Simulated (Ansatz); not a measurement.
Consider the ligand exchange at a P–N bond: `O=C=NP` + PH₃ → `PP` + `N=C=O`.

Program: Ansatz. Geometries: PBE0-D4/def2-TZVP. ΔE: electronic, gas phase. CCSD(T)/CBS is the MP2 limit (def2-TZVPP, def2-QZVPP) plus CCSD(T) − MP2 in def2-TZVPP, frozen cores. This one scheme is used for every species. Functionals use def2-TZVPP. One conformer a species, not always the lowest.

CCSD(T)/CBS gives -3.1 kcal/mol.

Problem. Another level gave -2.4 kcal/mol. Which?
A. revPBE/def2-TZVPP
B. r2SCANh-D4/def2-TZVPP
C. CCSD(T)/def2-TZVPP
D. SCS-MP2/def2-TZVPP

Solution. C. CCSD(T)/def2-TZVPP -2.4, r2SCANh-D4 -3.8, SCS-MP2/def2-TZVPP -0.9, revPBE -4.9 kcal/mol.

Largest T1 diagnostic among the species: 0.018.

At CCSD(T), def2-SVP lies +2.3 kcal/mol from the extrapolated value and def2-TZVPP +0.8 kcal/mol. In def2-TZVPP, CCSD(T) changes the Hartree–Fock value by −4.3 kcal/mol (the triples alone add −0.7 kcal/mol) and MP2 by −4.1 kcal/mol.
